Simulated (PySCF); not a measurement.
## J couplings in 1,2-dimethoxyethane

Bonds (- single, = double, # triple, : aromatic): C1-O2, O2-C3, C3-C4, C4-O5, O5-C6. C1 carries H7, H8, H9; C3 carries H10, H11; C4 carries H12, H13; C6 carries H14, H15, H16.

Indirect spin–spin couplings were computed at B3LYP/pcJ-1 (without the spin–dipole term) (PySCF 2.14) on a PBE0-D3(BJ)/def2-SVP structure, for the isolated molecule, without vibrational or relativistic corrections. Couplings are averaged over pairs made equivalent by symmetry, fast rotation or ring inversion, so a value needn't be that of the named pair in this geometry, while other rotamers aren't included; one pair stands for each set, and the list holds those of at least 0.8 Hz over up to four bonds, among pairs with at least one C or H atom (others weren't computed).

Isotopes: 13C, 1H, 17O. Couplings to quadrupolar nuclei such as 17O and 33S are rarely resolved in practice.

| pair | bonds | J (Hz) |
| --- | --- | --- |
| C1, O2 | 1 | ? |
| C1, H7 | 1 | ? |
| O2, C3 | 1 | 21.0 |
| C3, C4 | 1 | 49.8 |
| C3, H10 | 1 | 144.4 |
| C1, C3 | 2 | ? |
| O2, C4 | 2 | -16.1 |
| O2, H7 | 2 | -6.7 |
| O2, H10 | 2 | ? |
| C3, H12 | 2 | -4.3 |
| H7, H8 | 2 | -11.2 |
| H10, H11 | 2 | -8.6 |
| C1, C4 | 3 | ? |
| C1, H10 | 3 | 2.5 |
| O2, H12 | 3 | -0.8 |
| C3, H7 | 3 | 6.0 |
| H10, H12 | 3 | ? |
| H10, H13 | 3 | 12.7 |

**Question.** Estimate the withheld couplings, with signs.

**Answer.** 
- 1J(C1,O2) = 22.6 Hz (bond length 1.392 Å)
- 1J(C1,H7) = 144.9 Hz (bond length 1.109 Å, sp3 carbon)
- 2J(C1,C3) = -1.7 Hz (angle at O2 113°)
- 2J(O2,H10) = -2.9 Hz
- 3J(C1,C4) = 7.4 Hz (dihedral angle 180°)
- 3J(H10,H12) = 5.8 Hz
